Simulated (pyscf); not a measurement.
Optimised with ωB97X-D3(BJ)/def2-SVP in PySCF.

Task: `[O]=[Mo](=[O])([OH])[Cl]` + `[H][H]` → `[O]=[MoH]([OH])([OH])[Cl]`
Surface: singlet. Broken: H–H. Formed: H–O, H–Mo. Give ΔE‡ and ΔE from PBE/def2-TZVP, relative to the separated reactants.

Result: ΔE‡ = 1.46 eV, ΔE = +0.53 eV. ωB97M-D3(BJ)/def2-TZVP gives 1.64 eV and +0.42 eV. Zero-point energy shifts the barrier by +0.13 eV. It is an addition across a multiple bond or ene-type step, with an imaginary mode of 1650i cm⁻¹. At the saddle there is also a short H–Mo contact that neither side keeps. This is the saddle that the search found; another between the same sides may lie lower. Elements past Kr carry the def2 core potentials, without spin-orbit coupling.
